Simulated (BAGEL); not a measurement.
# SiH2O (oxosilane): a chain of runs

Aim: the energy (HF/cc-pVDZ), then the energy (NEVPT2(2,2)/cc-pVDZ), then a single-point energy (CASPT2(2,2)/cc-pVDZ) of SiH2O (oxosilane). 

The results are computed with BAGEL 1.2.2.

8 further runs of the same task are left out: 8 set aside as unsound or not needed.

## 1. The molecule

SiH2O has 4 atoms, charge 0, and is taken as a singlet. As SMILES, `O=[SiH2]`. The Si2–H3 distance was set to 2.822 Å, away from the relaxed value. At this shape a bond of the SMILES string is far longer than usual.

Bond lengths: O1–Si2 1.516 Å, Si2–H4 1.486 Å. Angles: O1–Si2–H4 124.0°.

## 2. A single-point energy at HF/cc-pVDZ (density fitting with svp-jkfit) (run 1)

hf.json reads:

```json
{ "bagel" : [

{
  "title" : "molecule",
  "basis" : "cc-pvdz.json",
  "df_basis" : "svp-jkfit",
  "geometry" : [
    { "atom" : "O", "xyz" : [ -1.29472129,  3.08726447,  3.47612664 ] },
    { "atom" : "Si", "xyz" : [ -0.77221201,  2.32438203,  0.76512554 ] },
    { "atom" : "H", "xyz" : [  0.83129052, -2.54357136, -0.71091497 ] },
    { "atom" : "H", "xyz" : [ -1.04300977,  4.04951301, -1.43300389 ] }
  ]
},
{
  "title" : "hf"
},
{
  "title" : "print",
  "file" : "orbitals.molden",
  "orbitals" : "true"
}

]}
```

The basis set cc-pVDZ is read from a file made from the Basis Set Exchange's data (not shown).

Launch:

```sh
$ BAGEL_NUM_THREADS=1 BAGEL hf.json > hf.out
```

Standard output:

```text
* using 1 threads per process

  ===============================================================
  ===============================================================

  *** Geometry ***

  { "atom" : "O", "xyz" : [     -1.294721,      3.087264,      3.476127 ] },
  { "atom" : "Si", "xyz" : [     -0.772212,      2.324382,      0.765126 ] },
  { "atom" : "H", "xyz" : [      0.831291,     -2.543571,     -0.710915 ] },
  { "atom" : "H", "xyz" : [     -1.043010,      4.049513,     -1.433004 ] },

  Number of auxiliary basis functions:      241

  Since a DF basis is specified, we compute 2- and 3-index integrals:
    o Being stored without compression. Storage requirement is 0.003 GB

  Number of basis functions:       42
  Number of electrons      :       24

    * METHOD: MOLECULE                             0.04

  *** RHF ***

  === Nuclear Repulsion ===
    49.5464677556

      * DIIS with orbital gradients will be used.

  === RHF iteration (cc-pvdz.json) ===
      0       -364.47084643          0.03380484           0.01
      1       -364.20326074          0.06023640           0.01
      2       -364.75940517          0.00490073           0.01
      3       -364.76586213          0.00106930           0.01
      4       -364.76633867          0.00036851           0.01
      5       -364.76641405          0.00013743           0.01
      6       -364.76642856          0.00006255           0.01
      7       -364.76643136          0.00001563           0.01
      8       -364.76643151          0.00000293           0.01
      9       -364.76643152          0.00000086           0.01
     10       -364.76643152          0.00000035           0.01
     11       -364.76643152          0.00000021           0.01
     12       -364.76643152          0.00000005           0.01
     13       -364.76643152          0.00000001           0.01
     14       -364.76643152          0.00000001           0.01
    * SCF iteration converged.

    * Permanent dipole moment:
           (   -0.023020,    -0.409220,     1.318711) a.u.

    * METHOD: HF                                   0.15

    * METHOD: PRINT                                0.00

  ===============================================================
```

Wall time 0.32 s (1 thread of Arm Neoverse V2, shared host); peak memory 0.15 GiB.

## 3. A single-point energy at NEVPT2(2,2)/cc-pVDZ (density fitting with svp-jkfit) (run 2)

input.json reads:

```json
{ "bagel" : [

{
  "title" : "molecule",
  "basis" : "cc-pvdz.json",
  "df_basis" : "svp-jkfit",
  "geometry" : [
    { "atom" : "O", "xyz" : [    -1.29472129,     3.08726447,     3.47612664 ] },
    { "atom" : "Si", "xyz" : [    -0.77221201,     2.32438203,     0.76512554 ] },
    { "atom" : "H", "xyz" : [     0.83129052,    -2.54357136,    -0.71091497 ] },
    { "atom" : "H", "xyz" : [    -1.04300977,     4.04951301,    -1.43300389 ] }
  ]
},

{
  "title" : "hf"
},

{
  "title" : "nevpt2",
  "nstate" : 1,
  "nact" : 2,
  "nclosed" : 11,
  "active" : [12, 13],
  "maxiter" : 200,
  "natocc" : true,
  "ncore" : 6
},

{
  "title" : "print",
  "file" : "orbitals.molden",
  "orbitals" : true
}

]}
```

The basis set cc-pVDZ is read from a file made from the Basis Set Exchange's data (not shown).

Launch:

```sh
$ BAGEL_NUM_THREADS=1 BAGEL input.json > input.out
```

Standard output:

```text
* using 1 threads per process

  ===============================================================
  ===============================================================

  *** Geometry ***

  { "atom" : "O", "xyz" : [     -1.294721,      3.087264,      3.476127 ] },
  { "atom" : "Si", "xyz" : [     -0.772212,      2.324382,      0.765126 ] },
  { "atom" : "H", "xyz" : [      0.831291,     -2.543571,     -0.710915 ] },
  { "atom" : "H", "xyz" : [     -1.043010,      4.049513,     -1.433004 ] },

  Number of auxiliary basis functions:      241

  Since a DF basis is specified, we compute 2- and 3-index integrals:
    o Being stored without compression. Storage requirement is 0.003 GB

  Number of basis functions:       42
  Number of electrons      :       24

    * METHOD: MOLECULE                             0.04

  *** RHF ***

  === Nuclear Repulsion ===
    49.5464677556

      * DIIS with orbital gradients will be used.

  === RHF iteration (cc-pvdz.json) ===
      0       -364.47084643          0.03380484           0.01
      1       -364.20326074          0.06023640           0.01
      2       -364.75940517          0.00490073           0.01
      3       -364.76586213          0.00106930           0.01
      4       -364.76633867          0.00036851           0.01
      5       -364.76641405          0.00013743           0.01
      6       -364.76642856          0.00006255           0.01
      7       -364.76643136          0.00001563           0.01
      8       -364.76643151          0.00000293           0.01
      9       -364.76643152          0.00000086           0.01
     10       -364.76643152          0.00000035           0.01
     11       -364.76643152          0.00000021           0.01
     12       -364.76643152          0.00000005           0.01
     13       -364.76643152          0.00000001           0.01
     14       -364.76643152          0.00000001           0.01
    * SCF iteration converged.

    * Permanent dipole moment:
           (   -0.023020,    -0.409220,     1.318711) a.u.

    * METHOD: HF                                   0.16

    * freezing 6 orbitals
  ---------------------------
      CASSCF calculation
  ---------------------------

    ==== Active orbitals : =====
         Orbital 12
         Orbital 13
    ============================

    * nstate   :      1
    * nclosed  :     11
    * nact     :      2
    * nvirt    :     29
  === CASSCF iteration (cc-pvdz.json) ===

    * Using the second-order algorithm

      0  0      -364.81111467     8.11e-03      0.00

      1  0      -364.83138789     1.52e-03      0.04

      2  0      -364.83186779     3.61e-04      0.04

      3  0      -364.83188650     9.50e-05      0.04

      4  0      -364.83188769     2.42e-05      0.04

      5  0      -364.83188777     6.17e-06      0.04

      6  0      -364.83188778     1.57e-06      0.04

      7  0      -364.83188778     3.98e-07      0.04

      8  0      -364.83188778     1.01e-07      0.04

      9  0      -364.83188778     2.56e-08      0.04

     10  0      -364.83188778     6.51e-09      0.03

    * Second-order optimization converged. *

     guess   0:   closed 1.                   open ..

  === FCI iteration ===

      0  0      -364.75972300     7.63e-02      0.00
      1  0      -364.83107700     8.28e-03      0.00
      2  0 *    -364.83188778     1.33e-15      0.00

     * ci vector, state   0, <S^2> = 0.0000
       2.     0.9038070833
       .2    -0.4279401315

  === DF-NEVPT2 calculation ===

    * 3-index integral transformation done
    * assembly done

      NEVPT2 correlation energy:   -0.2752246284      0.02

          (+0)     -0.2314270492
          (+0)'    -0.0053560872
          (+1)     -0.0187759680
          (+1)'    -0.0000000000
          (+2)     -0.0003693179
          (-1)     -0.0180063505
          (-1)'     0.0000000000
          (-2)     -0.0012898556

      NEVPT2 total energy:       -365.1071124048

    * METHOD: NEVPT2                               0.46

    * METHOD: PRINT                                0.00

  ===============================================================
```

Run time: 0.79 s. Hardware: 1 thread of Arm Neoverse V2, shared host; peak memory 0.15 GiB.

## 4. A single-point energy at CASPT2(2,2)/cc-pVDZ (density fitting with svp-jkfit) (run 3)

caspt2.json reads:

```json
{ "bagel": [

{
  "title": "molecule",
  "basis": "cc-pvdz.json",
  "df_basis": "svp-jkfit",
  "angstrom": false,
  "geometry": [
    { "atom": "O", "xyz": [ -1.29472129,  3.08726447,  3.47612664 ] },
    { "atom": "Si", "xyz": [ -0.77221201,  2.32438203,  0.76512554 ] },
    { "atom": "H", "xyz": [  0.83129052, -2.54357136, -0.71091497 ] },
    { "atom": "H", "xyz": [ -1.04300977,  4.04951301, -1.43300389 ] }
  ]
},
{
  "title": "hf"
},
{
  "title": "casscf",
  "nstate": 1,
  "nact": 2,
  "nclosed": 11,
  "active": [12, 13],
  "maxiter": 200,
  "natocc": true
},
{
  "title": "print",
  "file": "orbitals.molden",
  "orbitals": true
},
{
  "title": "smith",
  "method": "caspt2",
  "ms": true,
  "xms": true,
  "sssr": true,
  "shift": 0.2,
  "shift_imag": true,
  "ncore": 6
}

]}
```

The basis set cc-pVDZ is read from a file made from the Basis Set Exchange's data (not shown).

Launch:

```sh
$ BAGEL_NUM_THREADS=1 BAGEL caspt2.json > caspt2.out
```

Standard output:

```text
* using 1 threads per process

  ===============================================================
  ===============================================================

  *** Geometry ***

  { "atom" : "O", "xyz" : [     -1.294721,      3.087264,      3.476127 ] },
  { "atom" : "Si", "xyz" : [     -0.772212,      2.324382,      0.765126 ] },
  { "atom" : "H", "xyz" : [      0.831291,     -2.543571,     -0.710915 ] },
  { "atom" : "H", "xyz" : [     -1.043010,      4.049513,     -1.433004 ] },

  Number of auxiliary basis functions:      241

  Since a DF basis is specified, we compute 2- and 3-index integrals:
    o Being stored without compression. Storage requirement is 0.003 GB

  Number of basis functions:       42
  Number of electrons      :       24

    * METHOD: MOLECULE                             0.04

  *** RHF ***

  === Nuclear Repulsion ===
    49.5464677556

      * DIIS with orbital gradients will be used.

  === RHF iteration (cc-pvdz.json) ===
      0       -364.47084643          0.03380484           0.01
      1       -364.20326074          0.06023640           0.01
      2       -364.75940517          0.00490073           0.01
      3       -364.76586213          0.00106930           0.01
      4       -364.76633867          0.00036851           0.01
      5       -364.76641405          0.00013743           0.01
      6       -364.76642856          0.00006255           0.01
      7       -364.76643136          0.00001563           0.01
      8       -364.76643151          0.00000293           0.01
      9       -364.76643152          0.00000086           0.01
     10       -364.76643152          0.00000035           0.01
     11       -364.76643152          0.00000021           0.01
     12       -364.76643152          0.00000005           0.01
     13       -364.76643152          0.00000001           0.01
     14       -364.76643152          0.00000001           0.01
    * SCF iteration converged.

    * Permanent dipole moment:
           (   -0.023020,    -0.409220,     1.318711) a.u.

    * METHOD: HF                                   0.15

  ---------------------------
      CASSCF calculation
  ---------------------------

    ==== Active orbitals : =====
         Orbital 12
         Orbital 13
    ============================

    * nstate   :      1
    * nclosed  :     11
    * nact     :      2
    * nvirt    :     29
  === CASSCF iteration (cc-pvdz.json) ===

    * Using the second-order algorithm

      0  0      -364.81111467     8.11e-03      0.00

      1  0      -364.83138789     1.52e-03      0.04

      2  0      -364.83186779     3.61e-04      0.04

      3  0      -364.83188650     9.50e-05      0.04

      4  0      -364.83188769     2.42e-05      0.04

      5  0      -364.83188777     6.17e-06      0.04

      6  0      -364.83188778     1.57e-06      0.04

      7  0      -364.83188778     3.98e-07      0.04

      8  0      -364.83188778     1.01e-07      0.04

      9  0      -364.83188778     2.56e-08      0.04

     10  0      -364.83188778     6.51e-09      0.03

    * Second-order optimization converged. *

     guess   0:   closed 1.                   open ..

  === FCI iteration ===

      0  0      -364.75972300     7.63e-02      0.00
      1  0      -364.83107700     8.28e-03      0.00
      2  0 *    -364.83188778     1.33e-15      0.00

     * ci vector, state   0, <S^2> = 0.0000
       2.     0.9038070833
       .2    -0.4279401315

    * METHOD: CASSCF                               0.42

    * METHOD: PRINT                                0.00

  === SMITH program ===

    * freezing 6 orbitals

    * Approximate memory requirement for SMITH calulation per MPI process:
      o Storage requirement for T-amplitude, lambda, and residual is 0.00 GB
      o Storage requirement for MO integrals is 0.00 GB
    * Calculating and saving rdm4f

    * Zeroth order energy : state  0       -0.5279721461

    * CASPT2 iteration is performed using orthogonal basis

      -------------------------------------------  CASPT2 iteration  ---------------------------------------------------
       #      aibj      arbs      arbi      airj      risj      airs      arst      rist         Etot      error   time
      ------------------------------------------------------------------------------------------------------------------

       0  -0.23058  -0.00163  -0.01907  -0.02070  -0.00063  -0.00501  -0.00000  -0.00000   -0.2776242  0.0010447   0.01
       1  -0.23061  -0.00164  -0.01908  -0.02079  -0.00065  -0.00507   0.00000  -0.00000   -0.2778479  0.0001564   0.01
       2  -0.23061  -0.00164  -0.01908  -0.02079  -0.00065  -0.00508  -0.00000  -0.00000   -0.2778523  0.0000239   0.01
       3  -0.23061  -0.00164  -0.01908  -0.02079  -0.00065  -0.00508  -0.00000  -0.00000   -0.2778524  0.0000038   0.01
       4  -0.23061  -0.00164  -0.01908  -0.02079  -0.00065  -0.00508   0.00000  -0.00000   -0.2778524  0.0000005   0.01

      ------------------------------------------------------------------------------------------------------------------

    * CASPT2 energy : state  0     -365.1118972019
        w/o shift correction       -365.1097401499
        reference weight              0.9053577812

    * METHOD: SMITH                                0.07

  ===============================================================
```

Run time: 0.81 s. Hardware: 1 thread of Arm Neoverse V2, shared host; peak memory 0.15 GiB.

## 5. Outcome

| quantity | value |
| --- | --- |
| run 1, HF/cc-pVDZ: total energy | -364.76643 Eh |
| run 1, HF/cc-pVDZ: dipole moment | 3.51 D |
| run 1, HF/cc-pVDZ: HOMO energy | -9.49 eV |
| run 1, HF/cc-pVDZ: LUMO energy | -0.99 eV |
| run 1, HF/cc-pVDZ: HOMO–LUMO gap | 8.51 eV |
| run 2, NEVPT2(2,2)/cc-pVDZ: total energy | -365.10711 Eh |
| run 3, CASPT2(2,2)/cc-pVDZ: total energy | -365.11190 Eh |

In words: One bond (run 1, HF/cc-pVDZ) is far stretched, which a spin-restricted single reference describes badly; a broken-symmetry solution may lie lower.
